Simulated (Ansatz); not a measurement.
**BeBH (singlet): the correlation ladder at distance B1–H3 = 1.211 Å, cc-pVDZ**

How much of the correlation energy of BeBH (singlet) does each wave-function method recover here?

Program: Ansatz 0.2.0, Gaussian basis. Level of theory: cc-pVDZ, core rule «outside noble gas», up to 2 orbitals frozen. These are calculated values, not measurements.

To be run: UHF; CCSD(T) on RHF; CCSD(T) on UHF; BCCD(T) on RHF; CISD; CCSDT(Q) on RHF; CCSDT(Q) on UHF; CASSCF and MRCISD+Q, 2 electrons in 2 orbitals; CASSCF and NEVPT2, 2 electrons in 2 orbitals; CASSCF and MRCISD+Q, 6 electrons in 9 orbitals; CASSCF and NEVPT2, 6 electrons in 9 orbitals; Full CI.

19 further runs of the same task are left out: 14 that didn't finish, 5 set aside as unsound or not needed. Runs told in other sessions of the task aren't counted.

### Step 1. The system

The geometry derives from a PBE0/def2-TZVP stationary point (not a proven minimum). One bond is set to the value named and the two fragments are kept rigid.

3 atoms, charge 0, spin multiplicity 1.

Atoms are counted from 1 here; the program's logs count them from 0.

Bond lengths: B1–Be2 1.916 Å, B1–H3 1.211 Å. Angles: Be2–B1–H3 119.4°.

### Step 2. UHF

Input file in.yaml:

```yaml
crystal:
  periodic: [false, false, false]
  atoms:
    - {symbol: B, position_ang: [0.000000, -0.168110, 0.784165]}
    - {symbol: Be, position_ang: [0.000000, 0.113479, -1.111448]}
    - {symbol: H, position_ang: [0.000000, 0.788488, 1.526840]}
basis:
  gaussian: {orbitals: cc-pVDZ}
magnetization: {spin_polarized: true, initial_magnetization: 0}
hamiltonian: {xc: hf}
output: {orbitals: {seedname: orbitals}}
```

Started as:

```console
$ ansatz run in.yaml --threads 1 --pin off --events-out ev --progress --plain --max-ram 2393MiB
```

After this run come: CCSD(T) on RHF; CCSD(T) on UHF; BCCD(T) on RHF; CISD; CCSDT(Q) on RHF; CCSDT(Q) on UHF; CASSCF and MRCISD+Q, 2 electrons in 2 orbitals; CASSCF and NEVPT2, 2 electrons in 2 orbitals; CASSCF and MRCISD+Q, 6 electrons in 9 orbitals; CASSCF and NEVPT2, 6 electrons in 9 orbitals; Full CI.

**Question.** What will the summary of the whole plan be? Wanted: FCI from the RHF energy; RMP2 from FCI; UMP2 from FCI; RCCSD from FCI; RCCSD(T) from FCI; UCCSD(T) from FCI; RCCSDT(Q) from FCI; UCCSDT(Q) from FCI; NEVPT2 pair from FCI.

**Answer**, as computed:

| quantity | value |
| --- | --- |
| FCI from the RHF energy | -4.4635 eV |
| RMP2 from FCI | +1427.2 meV |
| UMP2 from FCI | +963.1 meV |
| RCCSD from FCI | +287.1 meV |
| RCCSD(T) from FCI | +50.5 meV |
| UCCSD(T) from FCI | +130.8 meV |
| RCCSDT(Q) from FCI | +1.8 meV |
| UCCSDT(Q) from FCI | +1.2 meV |
| NEVPT2 pair from FCI | +836.4 meV |
| MRCISD+Q pair from FCI | +19.6 meV |
| NEVPT2 valence from FCI | +434.4 meV |
| levels within 1 kcal/mol (43 meV) | RCCSDT, UCCSDT, RCCSDT(Q), UCCSDT(Q), MRCISD+Q pair, MRCISD+Q valence |
| T1 diagnostic | 0.040 |
| effectively unpaired electrons | 0.89 |

In words: RCCSD(T) misses by +50.5 meV, 1.1 % of the correlation energy. CCSD(T) misses by +50.5 meV on the restricted determinant and by +130.8 meV on the unrestricted one; the two need not hold the same state or core. With 0.9 effectively unpaired electrons against 0 the state is strongly multireference. Coupled cluster on one determinant still stays close here. Of the multireference levels listed MRCISD+Q pair comes nearest in total energy (+19.6 meV), which doesn't show that its space is the better one. These misses are within one basis, not against nature.
